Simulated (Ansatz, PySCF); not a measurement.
This Ansatz (a first-principles code) input computes a CCSD(T)/cc-pVDZ energy:

Ansatz 0.2 input:
```yaml
crystal:
  periodic: [false, false, false]
  atoms:
    - {symbol: O, position_ang: [-0.00000000, -0.00000000, -0.55280743]}
    - {symbol: O, position_ang: [0.00000000, 0.00000000, 0.55280743]}
basis:
  gaussian:
    orbitals: cc-pVDZ
total_charge: 1
magnetization: {spin_polarized: true, initial_magnetization: 1}
correlation: {method: ccsd_t, electrons: outside_noble_gas}
```

Write an input for the same energy in PySCF and say what it gives.


```python
from pyscf import gto, scf, mp, cc as ccmod

mol = gto.M(
    atom='''
    O    -0.00000000   -0.00000000   -0.55280743
    O     0.00000000    0.00000000    0.55280743
    ''',
    basis='cc-pvdz',
    charge=1,
    spin=1,
    symmetry='D2h',
    verbose=4,
)

mf = scf.UHF(mol)
mf.conv_tol = 1e-10
mf.max_cycle = 100
mf.kernel()
mp2 = mp.MP2(mf, frozen=2).run()
cc = ccmod.CCSD(mf, frozen=2)
cc.max_cycle = 100
cc.kernel()
et = cc.ccsd_t()
print(f'E(CCSD(T)) = {cc.e_tot + et:.9f}')
```
It gives -149.55821 Eh, and Ansatz -149.55821 Eh, a difference of 0.00 mEh.
